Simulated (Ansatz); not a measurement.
Input file for `CCOCC#N`:

```yaml
crystal:
  periodic: [false, false, false]
  atoms:
    - {symbol: C, position_ang: [-0.350379, -1.490643, -0.178065]}
    - {symbol: C, position_ang: [0.653223, -0.554801, -0.814694]}
    - {symbol: O, position_ang: [0.220302, 0.793903, -0.908354]}
    - {symbol: C, position_ang: [0.245087, 1.511223, 0.284065]}
    - {symbol: C, position_ang: [-0.956825, 1.340701, 1.114678]}
    - {symbol: N, position_ang: [-1.895449, 1.229636, 1.768275]}
    - {symbol: H, position_ang: [-0.509354, -1.275245, 0.879638]}
    - {symbol: H, position_ang: [0.013001, -2.518234, -0.257798]}
    - {symbol: H, position_ang: [-1.313298, -1.425667, -0.687847]}
    - {symbol: H, position_ang: [0.844311, -0.851451, -1.847803]}
    - {symbol: H, position_ang: [1.611798, -0.588986, -0.277176]}
    - {symbol: H, position_ang: [1.121647, 1.257705, 0.897176]}
    - {symbol: H, position_ang: [0.315928, 2.571859, 0.027906]}
basis:
  gaussian: {orbitals: def2-TZVPP}
correlation: {method: ccsd_t}
```

```sh
$ ansatz run in.yaml --threads 2 --pin off --events-out ev --progress --plain --max-ram 32768MiB --backend cuda --devices 0, --max-vram 18GiB
```

The program prints (abridged):

```
Functional definition: HF
1705 factors; integrals over basis functions are off by at most 1.0e-3 eV
mean field evaluation 1: about -7748.7387 eV, gradient 4.2e1 eV
mean field evaluation 2: about -7749.1243 eV, gradient 4.3e1 eV
mean field evaluation 4: about -7753.5742 eV, gradient 7.0e0 eV
mean field evaluation 8: about -7753.7131 eV, gradient 4.2e-1 eV
mean field -7753.71377568 eV, -284.9437256002 hartree, gradient 2.8e-6 eV, S^2 0.000000; 0 other end points of the search recorded, 0 dependent functions left out
6 core orbitals not correlated: weight in the atoms' cores, before any rotation towards them, 1.000 or more for the frozen orbitals, at most 0.000 for the correlated occupied ones
reference -7753.71377568 eV, -284.9437256002 hartree; 17, 17 occupied and 261, 261 virtual orbitals, 1705 factors
second order -29.61831625 eV of doubles, -0.00000000 eV of singles
cycle   1  -29.60354172 eV  change    1.5e-2 eV  update   1.2e-1
cycle   2  -30.38568557 eV  change   -7.8e-1 eV  update   3.6e-2
cycle   3  -30.55930990 eV  change   -1.7e-1 eV  update   1.7e-2
cycle   4  -30.55185104 eV  change    7.5e-3 eV  update   4.3e-3
cycle   5  -30.55359704 eV  change   -1.7e-3 eV  update   1.9e-3
cycle   6  -30.55509903 eV  change   -1.5e-3 eV  update   5.1e-4
cycle   7  -30.55504013 eV  change    5.9e-5 eV  update   2.1e-4
cycle   8  -30.55503651 eV  change    3.6e-6 eV  update   6.0e-5
cycle   9  -30.55506146 eV  change   -2.5e-5 eV  update   2.7e-5
perturbative correction -1.32944898 eV, -0.0488563487 hartree
Total energy: -7785.59828611 eV, -286.1154597465 hartree
```

It took 15 s on 2 threads of an AMD EPYC 7R13 on a shared host and a share of an NVIDIA H100 80 GB, with 0.8 GiB of host memory at the peak.

MP2 recovers 92.9 % of the CCSD(T) correlation energy and the triples give 4.2 %; T1 = 0.0117.
